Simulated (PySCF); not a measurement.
**Worked example: correlation energy of CS, singlet**

Geometry: MP2(full)/6-31G*, from the G2/97 set.

| atom | x (Å) | y (Å) | z (Å) |
| --- | --- | --- | --- |
| C | 0.0000 | 0.0000 | 0.0000 |
| S | 0.0000 | 0.0000 | 1.5447 |

Basis STO-3G; PySCF 2.14.0. Correlated methods freeze the noble-gas cores, which leaves 10 electrons in 8 orbitals. R marks a restricted (for open shells ROHF) determinant.

Full CI is exact within this basis and frozen core; it isn't the basis-set limit.

```json
{"level": "RHF", "total energy (hartree)": "-430.470740"}
{"level": "RMP2", "total energy (hartree)": "-430.594913"}
{"level": "RCCSD", "total energy (hartree)": "-430.595583"}
{"level": "RCCSD(T)", "total energy (hartree)": "-430.604155"}
{"level": "RCCSDT", "total energy (hartree)": "-430.605447"}
{"level": "RCCSDT(Q)", "total energy (hartree)": "-430.605126"}
{"level": "full CI", "total energy (hartree)": "-430.605404"}
```

Task: What is the correlation energy at full CI, and what share of it do RMP2 and RCCSDT(Q) recover?

Result: E(corr) = -430.605404 − (-430.470740) = -0.134664 hartree = -3.664 eV. RMP2: -0.124173 / -0.134664 = 92.21 %. RCCSDT(Q): -0.134386 / -0.134664 = 99.79 %.

Task: By how many kcal/mol does RCCSD(T) miss full CI (1 hartree = 627.509 kcal/mol), and which steps make up the rest?

Result: -430.604155 − (-430.605404) = 0.001249 hartree = 0.78 kcal/mol. Steps: RCCSDT − RCCSD(T) = -0.81, RCCSDT(Q) − RCCSDT = 0.20, full CI − RCCSDT(Q) = -0.17 kcal/mol. That is within 1 kcal/mol of the reference in this basis, which itself misses far more of the correlation at the basis-set limit.
